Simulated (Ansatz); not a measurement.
# N4O2: the cost of one run

Method: the levels named in each step, in Ansatz 0.2.0.

**1. The structure to begin with**

Bond lengths: N1–N2 1.106 Å, N2–O3 1.149 Å, N4–N5 1.105 Å, N5–O6 1.151 Å. Angles: N1–N2–O3 179.8°, N4–N5–O6 179.2°.

Coordinates:

```xyz
6

N     0.5795    0.8239    0.1324
N     1.0184    1.4771   -0.6446
O     1.4742    2.1579   -1.4495
N    -1.0373   -1.5440    1.8613
N    -1.0403   -1.5138    0.7568
O    -1.0542   -1.4954   -0.3940
```

**2. A rough first relaxation, PBE-D4/def2-SVP**

This run stands in another session on the same molecule. It ended at:

```xyz
6

N     0.6209    0.8811    0.1894
N     1.0547    1.5300   -0.6491
O     1.5050    2.2036   -1.5155
N    -1.0444   -1.5561    1.9045
N    -1.0795   -1.5693    0.7599
O    -1.1165   -1.5836   -0.4269
```

**3. Relaxation, r2SCAN-D4/def2-TZVPP**

The input, input.yaml:

```yaml
crystal:
  periodic: [false, false, false]
  atoms:
    - { symbol: "N", position_ang: [0.62090774, 0.88109236, 0.18941031] }
    - { symbol: "N", position_ang: [1.05468717, 1.53003143, -0.64912697] }
    - { symbol: O, position_ang: [1.50503201, 2.20361314, -1.51550653] }
    - { symbol: "N", position_ang: [-1.04435804, -1.55612147, 1.90445576] }
    - { symbol: "N", position_ang: [-1.07954798, -1.56930362, 0.75994651] }
    - { symbol: O, position_ang: [-1.1164609, -1.58358183, -0.42690908] }
basis:
  gaussian: { orbitals: def2-TZVPP }
hamiltonian:
  xc: r2scan
  dispersion: d4
relax:
  f_tol: 0.002
  max_steps: 150
```

Run with:

```bash
> ansatz run input.yaml --threads 4 --pin off --max-ram 10240MiB --backend cpu --events-out ev --progress --plain --runs-dir out
```

What time and memory should one allow on 4 threads of Intel Xeon 6975P-C (Granite Rapids), shared host?

About 31 s, with a peak of 0.34 GiB.
